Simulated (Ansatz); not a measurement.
# CH3+: how energies converge with the basis set

Aim: see how fast density functionals and correlated methods converge with the basis set for CH3+.

Program: Ansatz 0.2.0, Gaussian basis. Level of theory: one geometry, several basis sets. These are calculated values, not measurements.

Plan: PBE0-D4/def2-SVP; ωB97M-V/def2-SVP; PBE0-D4/def2-QZVPP; ωB97M-V/def2-QZVPP; CCSD(T)/cc-pV(D+d)Z; CCSD(T)/cc-pV(T+d)Z; CCSD(T)/cc-pV(Q+d)Z; the functionals' def2-TZVPP values are taken from earlier runs.

## Step 1: The geometry

All runs share one geometry, relaxed beforehand with PBE0-D4 in a triple-zeta def2 set.

SMILES `[CH3+]`, 4 atoms, charge 1, spin multiplicity 1.

Atoms are counted from 1 here; the program's logs count them from 0.

Bond lengths: C1–H2 1.093 Å, C1–H3 1.093 Å, C1–H4 1.093 Å. Angles: H2–C1–H3 120.0°, H2–C1–H4 120.0°, H3–C1–H4 120.0°.

Geometry (Å):

```xyz
4
charge 1, multiplicity 1
C     0.00000    0.00000    0.00000
H     0.27036    0.59819    0.87421
H    -0.99308    0.10130   -0.44578
H     0.72272   -0.69949   -0.42843
```

## Step 2: PBE0-D4 in def2-SVP

Contents of in.yaml:

```yaml
crystal:
  periodic: [false, false, false]
  atoms:
    - {symbol: C, position_ang: [-0.000004, 0.000001, -0.000004]}
    - {symbol: H, position_ang: [0.270357, 0.598193, 0.874209]}
    - {symbol: H, position_ang: [-0.993078, 0.101298, -0.445785]}
    - {symbol: H, position_ang: [0.722725, -0.699491, -0.428430]}
basis:
  gaussian: {orbitals: def2-SVP}
total_charge: 1
hamiltonian: {xc: pbe0, dispersion: d4}
output: {orbitals: {seedname: orbitals}}
```

Command:

```bash
> ansatz run in.yaml --threads 2 --pin off --events-out ev --progress --plain --max-ram 32768MiB --backend cpu
```

After this run come: ωB97M-V in def2-SVP; PBE0-D4 in def2-QZVPP; ωB97M-V in def2-QZVPP; CCSD(T) in cc-pV(D+d)Z; CCSD(T) in cc-pV(T+d)Z; CCSD(T) in cc-pV(Q+d)Z.

**Question.** What will the summary of the whole plan be? Wanted: MP2 correlation recovered, cc-pV(D+d)Z; MP2 correlation recovered, cc-pV(T+d)Z; MP2 correlation recovered, cc-pV(Q+d)Z; CCSD(T) limit from def2 sets; PBE0-D4: double and triple zeta above quadruple; ωB97M-V: double and triple zeta above quadruple.

The runs gave:

```
                                                                 quantity          value
                                   MP2 correlation recovered, cc-pV(D+d)Z         72.0 %
                                   MP2 correlation recovered, cc-pV(T+d)Z         89.8 %
                                   MP2 correlation recovered, cc-pV(Q+d)Z         95.7 %
CCSD(T) limit from def2 sets (earlier runs) less the limit of this series         -3 meV
                          PBE0-D4: double and triple zeta above quadruple  1.33, 0.07 eV
                          ωB97M-V: double and triple zeta above quadruple  1.44, 0.07 eV
```

What this shows: PBE0-D4 gains 1.26 eV from double to triple zeta, then 0.07 eV more. Correlation climbs from 72 % (cc-pV(D+d)Z) to 96 % (cc-pV(Q+d)Z) of the limit; Hartree-Fock is 0.020 eV from its own by then. A limit from the def2 sets, made apart, differs by 3 meV, a least measure of the doubt on such a limit. Total energies overstate the basis error of differences, where much of it tends to cancel.
